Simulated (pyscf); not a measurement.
**Four-centre exchange: HN=Zr(Cl)–Cl (SMILES [NH]=[Zr]([Cl])[Cl]) + HCl (SMILES Cl) → HN=Zr(Cl)–Cl (SMILES [NH]=[Zr]([Cl])[Cl]) + HCl (SMILES Cl)**

Gas phase, singlet surface, charge 0. Bonds broken: Zr2–Cl6, Cl3–H7. Bonds formed: Zr2–Cl3, Cl6–H7. Structures and frequencies: ωB97X-D3(BJ)/def2-SVP in PySCF.

Transition state (Å):

```xyz
7

N     -0.3069     0.0868     1.3543
Zr    -1.2216     0.0736    -0.1730
Cl    -0.7049    -2.0094    -1.5853
Cl    -3.4547     0.8448     0.0811
H      0.1399     0.1276     2.2670
Cl     0.2095     0.8589    -2.1552
H     -0.0797    -0.6857    -2.1570
```

One imaginary mode, 516i cm⁻¹; descent along it reached the two sides named, in the forms told below.

```csv
bond,change,reactant side (Å),saddle,product side
Zr2–Cl6,breaks,2.431,2.568,2.7
Cl3–H7,breaks,1.309,1.572,2.401
Zr2–Cl3,forms,2.7,2.569,2.431
Cl6–H7,forms,2.393,1.571,1.308
```

Electronic energies relative to the separated reactants (kcal/mol):

```csv
level,barrier,reaction energy,reverse barrier
ωB97X-D3(BJ)/def2-TZVP,-17.7,0.0,-17.7
PBE/def2-TZVP,-17.5,0.0,-17.5
r²SCAN/def2-TZVP,-18.1,0.0,-18.1
B3LYP-D3(BJ)/def2-TZVP,-15.7,0.0,-15.7
PBE0-D3(BJ)/def2-TZVP,-17.2,0.0,-17.2
M06-2X/def2-TZVP,-15.3,0.0,-15.3
ωB97M-D3(BJ)/def2-TZVP,-12.8,0.0,-12.8
HF/def2-TZVP,1.4,0.0,1.4
```

With ωB97M-D3(BJ)/def2-TZVP energies and thermal terms (ideal gas, 1 atm, RRHO with modes under 100 cm⁻¹ raised to 100, one conformer, R ln 2 for rigid chiral ones), in kcal/mol:

```csv
T (K),ΔH‡,ΔG‡,ΔH,ΔG
298,-14.4,-3.5,0.0,0.0
600,-14.2,7.4,0.0,0.0
900,-13.7,18.1,0.0,0.0
1200,-13.2,28.6,0.0,0.0
```

On the reactant side the descent ends in an adduct with a Cl–Zr contact, 20.8 kcal/mol under the separated species and 3.0 kcal/mol under the saddle at ωB97X-D3(BJ)/def2-TZVP. On the product side the descent ends in an adduct with a Cl–Zr contact, 20.8 kcal/mol under the separated species and 3.0 kcal/mol under the saddle at ωB97X-D3(BJ)/def2-TZVP. At ωB97X-D3(BJ), PBE, r²SCAN, B3LYP-D3(BJ), PBE0-D3(BJ), M06-2X, ωB97M-D3(BJ) the saddle lies under the separated reactants, which points to a path from their complex (located at ωB97X-D3(BJ) alone). At ωB97X-D3(BJ), PBE, r²SCAN, B3LYP-D3(BJ), PBE0-D3(BJ), M06-2X, ωB97M-D3(BJ) the saddle lies under the separated products, which points to a path from their complex (located at ωB97X-D3(BJ) alone). What is counted as formed (Cl–Zr) is already present as a longer contact in the reactant adduct; forming that adduct is a step of its own. What is counted as broken (Cl–Zr) persists as a longer contact in the product adduct; parting that adduct is a step of its own. This is the saddle that the search found; another between the same sides may lie lower. Elements past Kr carry the def2 core potentials, without spin-orbit coupling.
